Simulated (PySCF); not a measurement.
**Relative stability**

Two relaxed structures of LiMgSiH3, singlet (PBE0-D4/def2-TZVP; forces vanish, vibrations not checked).

A:

```tsv
atom	x (Å)	y (Å)	z (Å)
Li1	-2.9001	-0.5474	0.0609
Si2	-0.5639	-0.1803	-0.5281
Mg3	1.3325	0.4065	1.0730
H4	0.0094	-1.3697	-1.2672
H5	-0.4347	0.9044	-1.5752
H6	2.5484	0.7986	2.2328
```

B:

Li1  (1.799, 0.390, 0.181)
Si2  (-0.432, -0.237, -0.912)
Mg3  (-0.466, 0.185, 1.595)
H4  (-0.935, -1.613, -1.245)
H5  (-1.387, 0.663, -1.645)
H6  (1.315, 0.590, 1.940)
(Å)

PySCF 2.14 with density fitting (its default auxiliary sets; JK sets also for MP2 and CCSD(T)); basis: def2-TZVPP; cores frozen in the correlated methods. The outer core shell of Li, Na, Mg and K is correlated. The def2 sets are not built for correlating such inner shells, so the correlated values are less sure here. B3LYP uses VWN-RPA correlation.

**Question.** Which structure is lower at CCSD(T), and by how much? (To be estimated.)

**Answer.** By the calculation: A, by 1.5 kJ/mol (electronic energy, against the other); a gap this small isn't resolved in one triple-zeta basis. By their contacts, A is LiMgSiH₃ ([Li][SiH2][MgH]) and B is LiMgSiH₃ ([H]1[Li]2[SiH2][Mg]12).

**Question.** Do the other methods give the same order? (A judgement: the text doesn't fix the answer.)

**Answer.** The calculation gives: Not all: PBE-D4, B3LYP-D4 give the other order.

| method | E(B) − E(A) (kJ/mol) |
| --- | --- |
| PBE-D4 | -5.5 |
| r2SCAN-D4 | 1.5 |
| PBE0-D4 | 2.2 |
| B3LYP-D4 | -2.1 |
| wB97M-V | 9.9 |
| HF | 19.5 |
| MP2 | 7.4 |
| CCSD | 5.8 |
| CCSD(T) | 1.5 |

The T1 diagnostic stays at or below 0.015. The restricted Hartree–Fock reference is unstable towards an unrestricted one at one or more of these structures.

Labels in which every atom is bracketed show which atoms are joined, not bond orders.

For scale, one of the runs: CCSD(T)/def2-TZVPP, 135 basis functions, launched by `OMP_NUM_THREADS=2 python run.py`. Hardware: 2 CPU threads of an AMD EPYC 7B13, shared host. Wall time 70 s; peak host memory 0.81 GiB.
